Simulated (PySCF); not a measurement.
Compound: BCl (singlet state).
SMILES with atom numbers: `[B:1][Cl:2]`

Cartesian coordinates in Å at the PBE0-D3(BJ)/def2-SVP level; atoms count from 1:
```xyz
2
BCl angstrom
B      0.8832   -0.0858    0.0087
Cl    -0.8335   -0.0019   -0.0309
```

Level of theory: core-valence-separated Tamm–Dancoff BHandHLYP/aug-pcX-1 (def2-SVPD on Cl) in PySCF, non-relativistic, gas phase, PBE0-D3(BJ)/def2-SVP geometry.

Computed boron K-edge spectrum, Gaussian lines of 0.8 eV full width, highest printed point 100; it ends one width below the last computed root. The energies are unshifted.

(photon energy (eV), absorption): (186.4, 1), (186.6, 4), (186.8, 14), (187.0, 39), (187.2, 74), (187.4, 100), (187.6, 96), (187.8, 65), (188.0, 31), (188.2, 11), (188.4, 3), (188.6, 0), (188.8, 0), (189.0, 0), (189.2, 0), (189.4, 0), (189.6, 0), (189.8, 0), (190.0, 0), (190.2, 0), (190.4, 0), (190.6, 0), (190.8, 0), (191.0, 0), (191.2, 0), (191.4, 0), (191.6, 0), (191.8, 0), (192.0, 0), (192.2, 0), (192.4, 0), (192.6, 1), (192.8, 5), (193.0, 12), (193.2, 21), (193.4, 26), (193.6, 23), (193.8, 15), (194.0, 7), (194.2, 4), (194.4, 5), (194.6, 8), (194.8, 12), (195.0, 13), (195.2, 11), (195.4, 7), (195.6, 3)

**Question.** Where are the maxima, and which lines make them up?

**Answer.** 3 maxima:
- 187.5 eV: B1 (boron bonded to Cl), 187.47 eV, f = 0.198, sum of 2, 100 % of the height at the exact maximum
- 193.4 eV: B1 (boron bonded to Cl), 193.42 eV, f = 0.050, 100 % of the height at the exact maximum
- 195.0 eV: B1 (boron bonded to Cl), 195.06 eV, f = 0.020, 77 % of the height at the exact maximum; B1 (boron bonded to Cl), 194.80 eV, f = 0.007, sum of 2, 23 % of the height at the exact maximum

Roots within 0.03 eV on the same or equivalent atoms count as one line; shares under 12 % aren't listed.

Vibrational structure and lifetime widths aren't in the curve. The ionisation threshold wasn't computed; near and above it a finite basis only mimics Rydberg series and continuum.
